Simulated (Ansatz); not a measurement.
Cost and result up the ladder for the cluster Si₃H₄ (7 atoms). Charge 0, multiplicity 1. Geometry: PBE0-D4/def2-TZVP.

| atom | x (Å) | y (Å) | z (Å) |
| --- | --- | --- | --- |
| Si1 | -1.148 | 0.366 | -0.697 |
| Si2 | -0.228 | 0.732 | 1.161 |
| Si3 | 0.846 | -0.675 | -0.286 |
| H4 | -2.272 | 0.594 | -1.643 |
| H5 | 0.929 | -2.144 | -0.040 |
| H6 | -0.229 | 1.402 | 2.489 |
| H7 | 2.102 | -0.275 | -0.985 |

Ansatz on 4 threads of Arm Neoverse V1 on a shared host. Times are rough, and most runs start from the orbitals of an earlier one. PBE0-D4/def2-TZVPD serves as the yardstick here, not as an exact answer. Differences are given only for rows in sets of like size (and for xTB, whose basis is part of the method), since another set adds its own error. Binding counts from free atoms at the same level (Si triplet, H doublet; other spins of the atoms weren't run), without zero-point energy or a counterpoise term.

LC-ωPBE has ω = 0.4 bohr⁻¹. Correlated methods freeze 15 core orbitals. The structure comes from a short search, and lower isomers may exist.

Correlated methods converge slowly with the basis.

```csv
level,functions,wall time
PBE-D4/def2-SVP,74,0.5 s
LDA (SPW92)/def2-TZVP,135,0.55 s
PBE0-D4/def2-SVP,74,0.6 s
MP2/def2-TZVP,135,0.8 s
PBE-D4/def2-TZVP,135,0.9 s
revPBE-D4/def2-TZVP (with forces),135,1.1 s
PBE0-D4/def2-TZVP,135,1.1 s
LC-ωPBE/def2-TZVP,135,1.1 s
BHLYP-D4/def2-TZVP,135,1.2 s
PBE-D4/def2-TZVPD,165,1.4 s
PBE0-D4/def2-TZVPD,165,1.4 s
r2SCAN-D4/def2-TZVPD,165,2.8 s
CCSD(T)/def2-TZVPD,165,8 s
CCSD(T)/def2-TZVPP,182,11 s
```

(1) Estimate what each level gives for the binding energy per atom (eV).

Answers

(1) 
```tsv
level	binding energy per atom (eV)	difference from PBE0-D4/def2-TZVPD (eV)	remarks
PBE-D4/def2-SVP	2.75	–	–
LDA (SPW92)/def2-TZVP	3.12	0.37	–
PBE0-D4/def2-SVP	2.72	–	–
MP2/def2-TZVP	2.61	-0.14	restricted SCF unstable
PBE-D4/def2-TZVP	2.77	0.02	–
revPBE-D4/def2-TZVP (with forces)	2.73	-0.02	–
PBE0-D4/def2-TZVP	2.75	0.00	–
LC-ωPBE/def2-TZVP	2.69	-0.06	–
BHLYP-D4/def2-TZVP	2.69	-0.06	–
PBE-D4/def2-TZVPD	2.77	0.02	–
PBE0-D4/def2-TZVPD	2.75	0.00	–
r2SCAN-D4/def2-TZVPD	2.79	0.04	–
CCSD(T)/def2-TZVPD	2.63	-0.12	restricted SCF unstable
CCSD(T)/def2-TZVPP	2.67	-0.08	restricted SCF unstable
```
